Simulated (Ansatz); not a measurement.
The inner images of a band of H$_{4}$Si (5 atoms, charge 0, multiplicity 1) are given out of order.

Theory: Ansatz 0.2.0, RKS LDA/def2-TZVP.

Image 0:

```xyz
5
Properties=species:S:1:pos:R:3
Si 0.241 0.000 0.171
H 0.241 0.000 1.664
H 1.649 0.000 -0.327
H -0.463 1.219 -0.327
H -0.463 -1.219 -0.327
```

Image 6:

```xyz
5
Properties=species:S:1:pos:R:3
Si 0.257 0.000 -0.669
H 0.625 0.000 1.025
H 1.386 0.000 0.531
H -0.531 1.127 -0.017
H -0.531 -1.127 -0.017
```

Q: Put them in order from the first end to the last, with their energies above the first end.
A.
```xyz
5
Properties=species:S:1:pos:R:3
Si 0.234 0.000 -0.221
H 0.367 0.000 1.273
H 1.661 0.000 0.142
H -0.527 1.264 -0.170
H -0.527 -1.264 -0.170
```
B.
```xyz
5
Properties=species:S:1:pos:R:3
Si 0.256 0.000 -0.521
H 0.511 0.000 1.098
H 1.477 0.000 0.406
H -0.519 1.202 -0.064
H -0.519 -1.202 -0.064
```
C.
```xyz
5
Properties=species:S:1:pos:R:3
Si 0.224 0.000 -0.069
H 0.335 0.000 1.390
H 1.700 0.000 -0.017
H -0.526 1.271 -0.225
H -0.526 -1.271 -0.225
```
D.
```xyz
5
Properties=species:S:1:pos:R:3
Si 0.227 0.000 0.064
H 0.301 0.000 1.528
H 1.696 0.000 -0.176
H -0.509 1.254 -0.281
H -0.509 -1.254 -0.281
```
E.
```xyz
5
Properties=species:S:1:pos:R:3
Si 0.249 0.000 -0.378
H 0.422 0.000 1.179
H 1.582 0.000 0.282
H -0.523 1.238 -0.114
H -0.523 -1.238 -0.114
```

A: D (+15.8 kJ/mol), C (+61.9 kJ/mol), A (+124.8 kJ/mol), E (+176.0 kJ/mol), B (+194.1 kJ/mol).

Time of the run: 9.7 s on 1 thread of Intel(R) Xeon(R) 6975P-C (Granite Rapids) (shared host), peak memory 0.1 GiB.
